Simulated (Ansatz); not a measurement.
## Cohesive energy of some fcc solids

Method: PBE (Ansatz, a first-principles code, PAW). References are measured values corrected to a static lattice or taken at low temperature (these still hold zero-point motion).

Values in eV/atom.

```
solid   reference   PBE  error (eV/atom)
------  ---------  ----  ---------------
fcc Ca       1.86  1.91            +0.05
fcc Sr       1.73  1.61            -0.12
fcc Al       3.43  3.43             0.00
fcc Ni       4.48  4.76            +0.28
fcc Rh       5.78  5.73            -0.05
fcc Pd       3.93  3.71            -0.22
fcc Ag       2.97  2.53            -0.44
fcc Cu       3.52  3.52             0.00
```

Over these 8 solids the mean error is -0.06 eV/atom, the mean absolute error 0.14 eV/atom (median 0.08 eV/atom), and the worst case fcc Ag at -0.44 eV/atom; the value is below the reference in 4 of 8 cases.

All these references are brought to a static lattice.

Differences are worked out from the printed values.

Free atoms are spin-polarised, in the lowest state found; at levels without +SOC their spin–orbit coupling is left out. Each level is taken at its own relaxed cell. Ansatz's density-functional and Hartree–Fock values are scalar-relativistic unless marked +SOC, with PAW data made under PBE.

Ansatz's runs of these crystals have no spin polarisation, but for fcc Ni.

Density-functional runs with spin start from parallel moments for fcc Ni.

Not in this set, of the fcc solids with a reference value in our tables and a result at some level: 3 for spin–orbit terms of free atoms that are large (Br, In, Sn, Te, I, elements past barium) (fcc Au, fcc Ir, fcc Pb); 1 for a doubt noted on the run at PBE (fcc Pt). These can be a level's worst cases. Values held back for tests aren't counted. Layered and molecular crystals are counted apart. The metals Ce to Yb are counted apart.

References as tabulated in Mejia-Rodriguez and Trickey (2018), arXiv:1807.09216; Jana et al. (2018), arXiv:1807.00350; Csonka et al. (2009), arXiv:0903.4037; Harl et al. (2010), doi:10.1103/physrevb.81.115126.
